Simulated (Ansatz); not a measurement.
A made-up structure of CH$_{5}$BN (charge +1), closed shell:

```json
{"atom": "B1", "x (Å)": "-0.7092", "y (Å)": "0.7732", "z (Å)": "-0.8074"}
{"atom": "C2", "x (Å)": "0.8648", "y (Å)": "-0.7838", "z (Å)": "0.4807"}
{"atom": "N3", "x (Å)": "-0.1563", "y (Å)": "-0.0152", "z (Å)": "0.4096"}
{"atom": "H4", "x (Å)": "-1.5347", "y (Å)": "0.2509", "z (Å)": "-1.4860"}
{"atom": "H5", "x (Å)": "-0.3363", "y (Å)": "1.8912", "z (Å)": "-0.9677"}
{"atom": "H6", "x (Å)": "-0.6787", "y (Å)": "0.0920", "z (Å)": "1.2791"}
{"atom": "H7", "x (Å)": "1.4898", "y (Å)": "-0.9771", "z (Å)": "-0.3533"}
{"atom": "H8", "x (Å)": "1.1373", "y (Å)": "-1.2679", "z (Å)": "1.3835"}
```

It is relaxed with PBE-D4/def2-SVP and then PBE0-D4/def2-TZVP (Ansatz 0.2.0). Atoms count as bonded within 1.22 times the sum of their covalent radii (H–H: 0.88 Å). The end point is not checked to be a true minimum.

Problem. Does its bonding change? (A judgement: the text doesn't fix the answer.)

Solution. By the calculation: No: no bond forms or breaks.

Where it ends: The first stage lowers the energy by 0.12 eV in 5 steps. It ends as CH₅BN ([BH2][NH][CH2]), total charge +1:
| atom | x (Å) | y (Å) | z (Å) |
| --- | --- | --- | --- |
| B1 | -0.6494 | 0.7846 | -0.7618 |
| C2 | 0.6846 | -0.8922 | 0.4293 |
| N3 | -0.0329 | 0.1681 | 0.4602 |
| H4 | -0.4284 | 0.2186 | -1.7778 |
| H5 | -1.2888 | 1.7636 | -0.5980 |
| H6 | -0.1819 | 0.6021 | 1.3707 |
| H7 | 0.8627 | -1.3795 | -0.5264 |
| H8 | 1.1109 | -1.3019 | 1.3423 |

Labels in which every atom is bracketed show which atoms are joined, not bond orders.

For scale, one of the runs: PBE0-D4/def2-TZVP relaxation, 123 basis functions, launched by `ansatz run in.yaml --threads 2 --pin off --events-out ev --progress --plain --max-ram 4352MiB`. Hardware: 2 CPU threads of an Arm Neoverse V1, shared host. Wall time about 30 s.
